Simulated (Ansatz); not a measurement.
# ClH5OSi: the cost of one run

The runs use Ansatz 0.2.0, Gaussian basis; PBE0-D4/def2-SVP.

23 further runs of the same task are left out: 1 that didn't finish, 22 set aside as unsound or not needed.

## Step 1: The starting structure

The first end: 8 atoms, charge 0, spin multiplicity 1.

Atoms are counted from 1 here; the program's logs count them from 0.

Bond lengths: Si1–H2 1.497 Å, Si1–H3 1.480 Å, Si1–H4 1.487 Å, Si1–O5 1.642 Å, O5–H8 0.961 Å, H6–Cl7 1.284 Å. Angles: H2–Si1–H3 109.0°, H2–Si1–H4 107.0°, H2–Si1–O5 111.1°, H3–Si1–H4 110.3°, H3–Si1–O5 106.8°, H4–Si1–O5 112.7°, Si1–O5–H8 116.9°.

Geometry (Å):

```xyz
8
charge 0, multiplicity 1
Si   -0.6094   -0.7435   -0.4361
H     0.8497   -1.0349   -0.2675
H    -1.1135   -1.4752   -1.6194
H    -1.2936   -1.2208    0.7952
O    -0.8636    0.8527   -0.7225
H     1.8712    0.5190    0.8729
Cl    1.6405    1.6302    1.4734
H    -0.4813    1.4725   -0.0959
```

The second end:

```xyz
8

Si   -0.7775    0.2151    0.0986
H     2.7556   -2.0907   -0.3826
H    -0.3050   -0.7707   -0.8899
H    -1.6681   -0.3785    1.1219
O    -1.5196    1.3951   -0.7509
H     2.5590   -1.4534   -0.0473
Cl    0.8485    0.9445    1.1255
H    -1.8931    2.1387   -0.2753
```

## Step 2: The band at PBE0-D4/def2-SVP

The input, neb/in.yaml:

```yaml
crystal:
  periodic: [false, false, false]
  atoms:
    - {symbol: Si, position_ang: [-0.609373, -0.743507, -0.436120]}
    - {symbol: H, position_ang: [0.849670, -1.034909, -0.267534]}
    - {symbol: H, position_ang: [-1.113510, -1.475238, -1.619437]}
    - {symbol: H, position_ang: [-1.293641, -1.220820, 0.795231]}
    - {symbol: O, position_ang: [-0.863605, 0.852713, -0.722524]}
    - {symbol: H, position_ang: [1.871190, 0.518987, 0.872883]}
    - {symbol: Cl, position_ang: [1.640455, 1.630228, 1.473441]}
    - {symbol: H, position_ang: [-0.481285, 1.472547, -0.095940]}
basis:
  gaussian: {orbitals: def2-SVP}
hamiltonian: {xc: pbe0, dispersion: d4}
neb:
  images: 5
  climbing: true
  max_iterations: 40
  initial_path: idpp
  final_atoms:
    - {symbol: Si, position_ang: [-0.777463, 0.215115, 0.098620]}
    - {symbol: H, position_ang: [2.755607, -2.090734, -0.382646]}
    - {symbol: H, position_ang: [-0.304962, -0.770656, -0.889917]}
    - {symbol: H, position_ang: [-1.668112, -0.378547, 1.121917]}
    - {symbol: O, position_ang: [-1.519598, 1.395084, -0.750916]}
    - {symbol: H, position_ang: [2.559047, -1.453396, -0.047313]}
    - {symbol: Cl, position_ang: [0.848488, 0.944453, 1.125532]}
    - {symbol: H, position_ang: [-1.893108, 2.138681, -0.275277]}
```

The run is started by

```console
> ansatz run in.yaml --threads 2 --pin off --events-out ev --progress --plain --max-ram 4352MiB
```

**Question.** How long does this run take on 2 threads of AMD EPYC 9R45, shared host?

About 80 s.
